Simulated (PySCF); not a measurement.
Mapped SMILES: `[CH2:1]=[CH:2][CH3:3]`. Each H is labelled by its parent atom. Ha(C1) is cis to C3; Hb(C1) is trans to C3.

PySCF 2.14 calculation with couplings computed with B3LYP/pcJ-2, NMR shieldings at B97-2/pcSseg-2/GIAO and geometry: PBE0-D3(BJ)/def2-TZVP; a single conformation, averaged over atoms made equivalent by symmetry, fast rotation or ring inversion, non-relativistic Hamiltonian, isolated molecule.

Chemical shifts δ = σref − σ; $^{1}$H (σ = 31.64 ppm) against TMS, all at this level.

The spectrum was simulated from the full spin Hamiltonian at 300 MHz with 1.0 Hz Lorentzian lines, from shifts rounded to 0.01 ppm and J to 0.1 Hz, couplings under 1 Hz left out.

Task: List the maxima of its $^{1}$H spectrum with integrals.

Result: 
Maxima in Hz from TMS (height), grouped by integral:
1H: 1905.0 (4), 1897.3 (11), 1893.2 (5), 1889.6 (12), 1886.7 (7), 1885.6 (13), 1881.9 (5), 1879.1 (15), 1877.9 (15), 1875.0 (6), 1871.4 (14), 1870.2 (7), 1867.3 (14), 1863.7 (5), 1859.6 (14), 1852.0 (5)
2H: 1618.8 (5), 1616.6 (14), 1615.6 (10), 1614.4 (17), 1613.4 (19), 1612.2 (10), 1611.2 (17), 1609.0 (6), 1600.6 (5), 1598.4 (13), 1597.4 (9), 1596.2 (15), 1595.2 (17), 1594.0 (9), 1593.0 (15), 1590.8 (6), 1585.1 (7), 1583.2 (17), 1581.4 (20), 1580.0 (17), 1578.2 (14), 1576.2 (6), 1573.4 (6), 1571.5 (16), 1569.6 (18), 1568.2 (16), 1566.4 (13), 1564.5 (5)
3H: 560.9 (58), 558.9 (100), 556.8 (59), 553.1 (59), 551.1 (100), 549.1 (57)

Task: Summarise it as multiplets with assignments.

Result: $^{1}$H NMR (300 MHz, computed): δ 6.26 (ddq, J = 18.2, 11.8, 7.7 Hz, 1H, H(C2)), 5.35 (ddq, J = 18.2, 3.2, 2.2 Hz, 1H, Ha(C1)), 5.25 (ddq, J = 11.8, 3.2, 1.9 Hz, 1H, Hb(C1)), 1.85 (dt, J = 7.7, 2.1 Hz, 3H, H(C3)). These are first-order names; overlap and second-order distortion can hide them in the list.

Multiplet labels drop couplings under 1 Hz and merge nearly equal ones.
